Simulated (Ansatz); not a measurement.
# BNHS (quartet): wave-function methods side by side at distance B1–S2 = 1.853 Å, cc-pVDZ

How much of the correlation energy of BNHS (quartet) does each wave-function method recover here?

Program: Ansatz 0.2.0, Gaussian basis. Level of theory: cc-pVDZ, core rule «outside noble gas», up to 7 orbitals frozen. These are calculated values, not measurements.

The runs, in order: UHF; CCSD(T) on ROHF; CCSD(T) on UHF; BCCD(T) on ROHF; CISD; CCSDT(Q) on ROHF; CCSDT(Q) on UHF; CASSCF and MRCISD+Q, 5 electrons in 5 orbitals; CASSCF and NEVPT2, 5 electrons in 5 orbitals; CASSCF and NEVPT2, 11 electrons in 11 orbitals.

42 further runs of the same task are left out: 5 for a known fault of the program, 1 for a mislabelled method, 29 that didn't finish, 7 set aside as unsound or not needed.

### 1 What is computed

The geometry derives from a PBE0/def2-TZVP stationary point (not a proven minimum). One bond is set to the value named and the two fragments are kept rigid.

4 atoms, charge 0, spin multiplicity 4.

Atoms are counted from 1 here; the program's logs count them from 0.

Bond lengths: B1–S2 1.853 Å, S2–N3 1.651 Å, N3–H4 1.029 Å. Angles: B1–S2–N3 108.3°, S2–N3–H4 104.0°.

### 2 UHF

in.yaml reads:

```yaml
crystal:
  periodic: [false, false, false]
  atoms:
    - {symbol: B, position_ang: [0.000000, -0.708969, 1.554071]}
    - {symbol: S, position_ang: [0.000000, 0.438116, 0.098803]}
    - {symbol: N, position_ang: [0.000000, -0.471865, -1.279083]}
    - {symbol: H, position_ang: [0.000000, 0.223946, -2.037274]}
basis:
  gaussian: {orbitals: cc-pVDZ}
magnetization: {spin_polarized: true, initial_magnetization: 3}
hamiltonian: {xc: hf}
output: {orbitals: {seedname: orbitals}}
```

Launch:

```bash
$ ansatz run in.yaml --threads 1 --pin off --events-out ev --progress --plain --max-ram 2393MiB
```

The runs that follow: CCSD(T) on ROHF; CCSD(T) on UHF; BCCD(T) on ROHF; CISD; CCSDT(Q) on ROHF; CCSDT(Q) on UHF; CASSCF and MRCISD+Q, 5 electrons in 5 orbitals; CASSCF and NEVPT2, 5 electrons in 5 orbitals; CASSCF and NEVPT2, 11 electrons in 11 orbitals.

Q: Predict the results of all the runs planned. Wanted: UCCSDT(Q) below the RHF energy; RMP2 from UCCSDT(Q); UMP2 from UCCSDT(Q); RCCSD from UCCSDT(Q); RCCSD(T) from UCCSDT(Q); UCCSD(T) from UCCSDT(Q); RCCSDT(Q) from UCCSDT(Q); NEVPT2 pair from UCCSDT(Q); MRCISD+Q pair from UCCSDT(Q).

The runs gave:

```
                         quantity                      value
   UCCSDT(Q) below the RHF energy                 -9.9715 eV
              RMP2 from UCCSDT(Q)                +1503.1 meV
              UMP2 from UCCSDT(Q)                +1484.4 meV
             RCCSD from UCCSDT(Q)                 +453.4 meV
          RCCSD(T) from UCCSDT(Q)                  +90.7 meV
          UCCSD(T) from UCCSDT(Q)                  +92.7 meV
         RCCSDT(Q) from UCCSDT(Q)                   +4.4 meV
       NEVPT2 pair from UCCSDT(Q)                +1618.1 meV
     MRCISD+Q pair from UCCSDT(Q)                 +376.7 meV
    NEVPT2 valence from UCCSDT(Q)                +1388.5 meV
levels within 1 kcal/mol (43 meV)  RCCSDT, UCCSDT, RCCSDT(Q)
                    T1 diagnostic                      0.049
   effectively unpaired electrons                       3.04
```

What this shows: RCCSD(T) lands +90.7 meV from the yardstick (0.9 % of the correlation energy). The occupations are near whole numbers, but T1 = 0.049 shows that the orbitals relax strongly. Of the multireference levels listed MRCISD+Q pair comes nearest in total energy (+376.7 meV), which doesn't show that its space is the better one. These misses are within one basis, not against nature; the frozen cores of restricted and unrestricted runs differ, which can shift their rows.
